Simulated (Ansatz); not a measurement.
# C2H3NS: up Jacob's ladder to CCSD(T)

The task here is to estimate one member of a computed series from the others.

Method: functionals in def2-TZVPP, the program's frozen cores in correlated methods; program: Ansatz 0.2.0, Gaussian basis.

The runs, in order: LDA (SPW92), PBE-D4, revPBE-D4, BLYP-D4, r2SCAN-D4, B97M-V, PBE0-D4, B3LYP-D4, r2SCANh-D4, r2SCAN0-D4, HSE06-D4, BHLYP-D4, CAM-B3LYP-D4, LC-ωPBE, ωB97X-V, ωB97M-V, B2PLYP, PBE-QIDH; CCSD(T)/def2-SVP; CCSD(T)/def2-TZVPP; MP2/def2-QZVPP; extrapolation to the limit; RPA on PBE.

## The geometry

The geometry comes from an earlier relaxation with PBE0-D4 in a triple-zeta def2 set; it is a stationary point, not always the lowest conformer.

7 atoms, charge 0, spin multiplicity 1.

Atoms are counted from 1 here; the program's logs count them from 0.

Bond lengths: C1–S2 1.809 Å, C1–H5 1.088 Å, C1–H6 1.090 Å, C1–H7 1.088 Å, S2–C3 1.680 Å, C3–N4 1.156 Å. Angles: S2–C1–H5 110.5°, S2–C1–H6 105.3°, S2–C1–H7 110.5°, H5–C1–H6 109.7°, H5–C1–H7 111.0°, H6–C1–H7 109.7°, C1–S2–C3 99.5°, S2–C3–N4 178.4°.

The first run:

in.yaml reads:

```yaml
crystal:
  periodic: [false, false, false]
  atoms:
    - {symbol: C, position_ang: [-0.605077, 0.701595, -0.225643]}
    - {symbol: S, position_ang: [0.744941, 0.348855, 0.926058]}
    - {symbol: C, position_ang: [1.122604, -1.213608, 0.439020]}
    - {symbol: N, position_ang: [1.404951, -2.289624, 0.125892]}
    - {symbol: H, position_ang: [-0.249127, 0.662032, -1.252954]}
    - {symbol: H, position_ang: [-0.928607, 1.715091, 0.012756]}
    - {symbol: H, position_ang: [-1.428486, 0.007559, -0.070928]}
basis:
  gaussian: {orbitals: def2-TZVPP}
hamiltonian: {xc: lda}
output: {orbitals: {seedname: orbitals}}
```

The run is started by

```
> ansatz run in.yaml --threads 2 --pin off --events-out ev --progress --plain --max-ram 4352MiB
```

Among the steps run: LDA; PBE-D4 (GGA); revPBE-D4 (GGA); BLYP-D4 (GGA); r2SCAN-D4 (meta-GGA); B97M-V (meta-GGA); B3LYP-D4 (hybrid); r2SCANh-D4 (hybrid); r2SCAN0-D4 (hybrid); HSE06-D4 (hybrid); BHLYP-D4 (hybrid); CAM-B3LYP-D4 (range-separated); LC-ωPBE (range-separated); ωB97X-V (range-separated); ωB97M-V (range-separated); B2PLYP (double hybrid); PBE-QIDH (double hybrid).

One table of the session follows, with a row left open; its other results are not shown here.

It belongs to the step «Orbital energies across the functionals». 

| functional | HOMO (eV) | gap (eV) |
| --- | --- | --- |
| LDA (SPW92) | -6.59 | 4.53 |
| PBE-D4 | -6.44 | 4.60 |
| revPBE-D4 | -6.39 | 4.64 |
| BLYP-D4 | ? | ? |
| r2SCAN-D4 | -6.69 | 5.07 |
| B97M-V | -6.74 | 5.19 |
| PBE0-D4 | -7.65 | 6.84 |
| B3LYP-D4 | -7.43 | 6.36 |
| r2SCANh-D4 | -7.14 | 5.90 |
| r2SCAN0-D4 | -7.82 | 7.13 |
| HSE06-D4 | -7.26 | 6.05 |
| BHLYP-D4 | -8.74 | 8.99 |
| CAM-B3LYP-D4 | -8.97 | 9.27 |
| LC-ωPBE | -10.33 | 11.87 |
| ωB97X-V | -9.95 | 11.37 |
| ωB97M-V | -9.79 | 11.06 |

Estimate the missing values for BLYP-D4.

Worked estimate for «HOMO (eV)». Against the share of exact exchange, B3LYP-D4 (0.2, -7.43), BHLYP-D4 (0.5, -8.74) give a slope of -4.37 per unit share; at 0 the line stands at -6.56.

The run gave: HOMO (eV): -6.30; gap (eV): 4.58. In «HOMO (eV)» the line misses by -0.26.
